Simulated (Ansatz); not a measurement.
Input file:

```yaml
crystal:
  periodic: [false, false, false]
  atoms:
    - {symbol: Ge, position_ang: [0.000000, 0.000000, 0.000000]}
    - {symbol: O, position_ang: [0.000000, 0.000000, 1.850446]}
basis:
  gaussian: {orbitals: def2-mTZVP}
total_charge: 1
magnetization: {spin_polarized: false, initial_magnetization: 3}
correlation: {method: bccd, electrons: outside_noble_gas}
scf: {omitted_lower_state_checks: [cluster_reference]}
```

```sh
$ ansatz run in.yaml --threads 1 --pin off --events-out ev --progress --plain --max-ram 2393MiB
```

The program prints:

```
these checks for a lower state are left out or cut short: cluster_reference
548 factors; integrals over basis functions are off by at most 7.5e-4 eV
mean field evaluation 1: about -58493.3921 eV, gradient 4.3e1 eV
mean field evaluation 2: about -58493.4034 eV, gradient 4.3e1 eV
mean field evaluation 4: about -58498.0413 eV, gradient 1.3e1 eV
mean field evaluation 8: about -58498.8010 eV, gradient 1.6e0 eV
mean field evaluation 16: about -58499.0098 eV, gradient 6.2e-1 eV
mean field evaluation 32: about -58499.0666 eV, gradient 8.0e-1 eV
mean field evaluation 64: about -58494.4610 eV, gradient 3.7e1 eV
mean field evaluation 96: about -58499.0414 eV, gradient 7.8e-2 eV
mean field evaluation 128: about -58494.8077 eV, gradient 3.5e1 eV
mean field evaluation 160: about -58499.2953 eV, gradient 5.3e-1 eV
mean field evaluation 192: about -58499.2334 eV, gradient 3.6e-1 eV
mean field evaluation 224: about -58495.3781 eV, gradient 7.4e0 eV
mean field evaluation 256: about -58499.0123 eV, gradient 1.7e0 eV
mean field evaluation 288: about -58499.0702 eV, gradient 8.6e-1 eV
mean field -58499.37739955 eV, -2149.8124671312 hartree, gradient 7.8e-7 eV, S^2 3.750000; 16 other end points of the search recorded, 0 dependent functions left out
15 core orbitals not correlated: weight in the atoms' cores, before any rotation towards them, 0.940 or more for the frozen orbitals, at most 0.063 for the correlated occupied ones
reference -58499.37739955 eV, -2149.8124671312 hartree; 6, 3 occupied and 39, 42 virtual orbitals, 548 factors
second order -4.21170405 eV of doubles, -0.17132384 eV of singles
cycle   1  -4.99154077 eV  change   -6.1e-1 eV  update   6.0e-2
cycle   2  -5.19282374 eV  change   -2.0e-1 eV  update   2.3e-2
cycle   3  -5.20988302 eV  change   -1.7e-2 eV  update   7.8e-3
cycle   4  -5.20957202 eV  change    3.1e-4 eV  update   3.5e-3
cycle   5  -5.21111006 eV  change   -1.5e-3 eV  update   1.7e-3
cycle   6  -5.21135774 eV  change   -2.5e-4 eV  update   9.7e-4
cycle   7  -5.21155682 eV  change   -2.0e-4 eV  update   4.6e-4
cycle   8  -5.21179324 eV  change   -2.4e-4 eV  update   1.8e-4
cycle   9  -5.21174854 eV  change    4.5e-5 eV  update   6.9e-5
cycle  10  -5.21174813 eV  change    4.1e-7 eV  update   2.8e-5
cycle  11  -5.21174765 eV  change    4.8e-7 eV  update   1.3e-5
cycle  12  -5.21174834 eV  change   -6.9e-7 eV  update   6.3e-6
Total energy: -58504.58914789 eV, -2150.0039953501 hartree
Checks for a lower state left out: cluster_reference
```

Ran on 1 thread of Arm Neoverse V1, shared host: 9.5 s wall, 0.23 GiB peak host memory.
